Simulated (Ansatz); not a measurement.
**Ge2P3: from a trial structure to a relaxed crystal**

Computed with Ansatz, DFT r2SCAN, scalar-relativistic, plane waves, PAW. Cutoff 500 eV, Γ-centred k mesh, Gaussian smearing, no spin polarisation in the final step.

Ge2P3 was placed on the A-type sesquioxide structure type (P-3m1, No. 164), with Ge in place of La, P in place of O, at a guessed volume.

```
CELL_PARAMETERS angstrom
3.98463 0.00000 0.00000
-1.99231 3.45079 0.00000
0.00000 0.00000 6.19943
ATOMIC_POSITIONS crystal
Ge 0.33333 0.66667 0.24500
Ge 0.66667 0.33333 0.75500
P 0.00000 0.00000 0.00000
P 0.33333 0.66667 0.64500
P 0.66667 0.33333 0.35500
```

Steps on the 6×6×4 mesh (5 atoms). 12 of 15 steps are shown, and the free energy counts from the last. Trial steps that were taken back and renewals of the plane-wave basis can be among the rows.

```csv
step,ΔF (meV/atom),V (Å³/atom),P (GPa),largest force component (eV/Å)
1,392.7,17.05,8.43,1.244
2,332.5,18.11,1.72,0.804
4,200.9,18.23,-1.23,0.211
5,120.2,17.99,-0.49,0.270
6,68.7,17.76,2.49,0.323
7,36.2,17.93,0.33,0.359
9,11.9,17.65,-0.72,0.112
10,11.3,17.44,0.60,0.068
11,11.1,17.53,-0.01,0.031
12,2.4,17.53,0.66,0.029
14,0.1,17.82,0.03,0.038
15,0.0,17.82,0.03,0.038
```

Steps on the 12×12×6 mesh (5 atoms). 8 of 14 steps are shown, and the free energy counts from the last.

| step | ΔF (meV/atom) | V (Å³/atom) | P (GPa) | largest force component (eV/Å) |
| --- | --- | --- | --- | --- |
| 1 | 6.4 | 17.82 | 0.17 | 0.055 |
| 2 | 5.4 | 17.85 | 0.00 | 0.221 |
| 3 | 3.8 | 18.00 | 0.05 | 0.182 |
| 5 | 1.7 | 18.34 | -0.08 | 0.091 |
| 6 | 1.3 | 18.43 | 0.19 | 0.024 |
| 8 | 0.8 | 19.33 | 0.05 | 0.175 |
| 10 | 0.3 | 19.26 | 0.00 | 0.003 |
| 14 | 0.0 | 19.31 | 0.00 | 0.000 |

A final relaxation ran on a 12×12×4 mesh. The relaxed crystal, P-3m1 (No. 164):

```cif
data_structure
_symmetry_space_group_name_H-M 'P-3m1'
_symmetry_Int_Tables_number 164
_cell_length_a 3.4018
_cell_length_b 3.4018
_cell_length_c 10.1269
_cell_angle_alpha 90.000
_cell_angle_beta 90.000
_cell_angle_gamma 120.000
_cell_volume 101.49
loop_
_atom_site_label
_atom_site_type_symbol
_atom_site_symmetry_multiplicity
_atom_site_Wyckoff_symbol
_atom_site_fract_x
_atom_site_fract_y
_atom_site_fract_z
_atom_site_occupancy
Ge1 Ge 2 d 0.33333 0.66667 0.15283 1
P1 P 1 a 0.00000 0.00000 0.00000 1
P2 P 2 d 0.33333 0.66667 0.55902 1
```

- Volume per atom: 20.3 Å³
- Density: 3.9 g/cm³
- Energy over the elements: 0.33 eV/atom
- Gap on the 12×12×4 mesh: 0 eV (a metal)

The zero of energy is the elements' standard structures at the same level; no fitted shifts are applied.

The final run used a 12×12×4 mesh on its 5-atom cell and 0.10 eV smearing. The k mesh leaves about 4 meV/atom of noise in metals. No dispersion correction is applied, so the spacing between layers, chains or molecules is poorly fixed, and with it the volume and density.

A structure relaxed within its symmetry needn't be a true minimum.